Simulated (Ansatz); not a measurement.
Molecular dynamics, step by step

CH3AlLi, doublet, PBE0-D4/def2-SVP (Ansatz 0.2.0). Settings (timestep in fs, temperature in K; T counts 12 degrees of freedom):

```yaml
hamiltonian: {xc: pbe0, dispersion: d4}
md: {n_steps: 60, timestep: 0.5, temperature: 200, ensemble: nve, seed: 688, initial_velocities: maxwell_boltzmann}
```

Start:

```
6
angstrom
Li -0.8697 -1.4268 1.5896
C -0.2137 -1.0287 -0.1594
Al 0.2759 0.8091 -0.2365
H -0.1067 -1.7239 -1.0049
H 0.8403 1.7849 -1.3237
H 0.0740 1.5855 1.1348
```

| step | time (fs) | potential energy less the start (meV) | kinetic energy (meV) | T (K) |
| --- | --- | --- | --- | --- |
| 0 | 0.00 | 0.0 | 103.4 | 200 |
| 4 | 2.00 | 27.7 | 75.9 | 147 |
| 8 | 4.00 | 30.2 | 73.4 | 142 |
| 12 | 6.00 | 24.1 | 79.2 | 153 |
| 16 | 8.00 | 46.7 | 56.9 | 110 |
| 20 | 10.00 | 46.8 | 56.7 | 110 |
| 24 | 12.00 | 31.0 | 72.5 | 140 |
| 28 | 14.00 | 11.3 | 92.2 | 178 |
| 32 | 16.00 | -9.5 | 112.9 | 218 |
| 36 | 18.00 | 4.5 | 99.1 | 192 |
| 40 | 20.00 | 12.9 | 90.8 | 176 |
| 44 | 22.00 | -0.5 | 103.9 | 201 |
| 48 | 24.00 | 12.8 | 90.8 | 176 |
| 52 | 26.00 | 30.2 | 73.4 | 142 |
| 56 | 28.00 | 42.7 | 60.9 | 118 |
| 60 | 30.00 | 44.1 | 59.6 | 115 |

Step 4, positions (Å) and forces (eV/Å):

| atom | x | y | z | Fx | Fy | Fz |
| --- | --- | --- | --- | --- | --- | --- |
| Li1 | -0.870 | -1.435 | 1.581 | -0.148 | -0.048 | 0.407 |
| C2 | -0.215 | -1.022 | -0.147 | 0.079 | -0.745 | -0.806 |
| Al3 | 0.278 | 0.806 | -0.239 | -0.138 | 0.008 | 0.369 |
| H4 | -0.113 | -1.719 | -1.025 | 0.006 | 0.507 | 0.408 |
| H5 | 0.810 | 1.798 | -1.307 | 0.288 | 0.301 | -0.729 |
| H6 | 0.065 | 1.615 | 1.128 | -0.087 | -0.023 | 0.351 |

Step 48, positions (Å) and forces (eV/Å):

```
atom       x       y       z      Fx      Fy      Fz
 Li1  -0.933  -1.548   1.634   0.128   0.062  -0.306
  C2  -0.211  -1.029  -0.130   0.013  -0.145  -0.450
 Al3   0.296   0.840  -0.248  -0.328  -0.459   0.183
  H4  -0.118  -1.574  -1.119  -0.044   0.267   0.729
  H5   0.711   1.587  -1.606   0.065   0.207   0.145
  H6   0.078   1.631   1.171   0.166   0.068  -0.301
```

Step 56, positions (Å) and forces (eV/Å):

```
atom       x       y       z      Fx      Fy      Fz
 Li1  -0.944  -1.568   1.645   0.180   0.094  -0.426
  C2  -0.208  -1.033  -0.137  -0.146   0.498   0.705
 Al3   0.295   0.847  -0.246  -0.099  -0.333  -0.303
  H4  -0.117  -1.592  -1.080   0.061  -0.164  -0.190
  H5   0.737   1.565  -1.679  -0.126  -0.011   0.699
  H6   0.137   1.678   1.177   0.130  -0.083  -0.485
```

Last step (60):

```
6
angstrom
Li -0.9486 -1.5774 1.6477
C -0.2073 -1.0339 -0.1393
Al 0.2935 0.8499 -0.2457
H -0.1144 -1.6025 -1.0575
H 0.7439 1.5550 -1.6794
H 0.1742 1.6981 1.1522
```

Hardware: 1 CPU thread, shared host. Wall time about 2.3 min.
